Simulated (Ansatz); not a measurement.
# H$_{2}$As–AsH, quartet: reading a ladder of total energies

Geometry: that of the H2As–AsH, doublet, kept fixed. The doublet lies 4.4 eV lower here.

```xyz
5

As    0.0449    0.0284    1.2002
As   -0.0206   -0.0401   -1.2193
H    -1.2955    0.7361    1.3538
H    -0.5789   -1.3514    1.3532
H     0.0639    1.4846   -1.2822
```

Basis cc-pVDZ; Ansatz 0.2.0. Correlated methods freeze the noble-gas cores and the filled d shells of p-block atoms, which leaves 13 electrons in 41 orbitals. R marks a restricted (for open shells ROHF) determinant, U an unrestricted one. No spin–orbit coupling is included, and no scalar relativity.

Full CI isn't at hand for all of this; UCCSDT(Q) serves as the reference, and is uncertain by about the last step of the cluster series.

Runs differ by some tens of microhartree through their thresholds and, for an open shell, their frozen cores, so steps under 0.03 kcal/mol mean nothing.

| level | total energy (hartree) |
| --- | --- |
| UHF | -4469.926159 |
| UMP2 | -4470.116821 |
| UCCSD | -4470.157122 |
| UCCSD(T) | -4470.163303 |
| UCCSDT | -4470.164458 |
| UCCSDT(Q) | -4470.164812 |

Problem. What is the correlation energy at UCCSDT(Q), and what share of it do UMP2 and UCCSD recover?

Solution. E(corr) = -4470.164812 − (-4469.926159) = -0.238653 hartree = -6.494 eV. UMP2: -0.190662 / -0.238653 = 79.89 %. UCCSD: -0.230963 / -0.238653 = 96.78 %.

Problem. By how many kcal/mol does UCCSD(T) miss UCCSDT(Q) (1 hartree = 627.509 kcal/mol), and which steps make up the rest?

Solution. -4470.163303 − (-4470.164812) = 0.001509 hartree = 0.95 kcal/mol. Steps: UCCSDT − UCCSD(T) = -0.72, UCCSDT(Q) − UCCSDT = -0.22 kcal/mol. Differences between like states or geometries often cancel part of this.
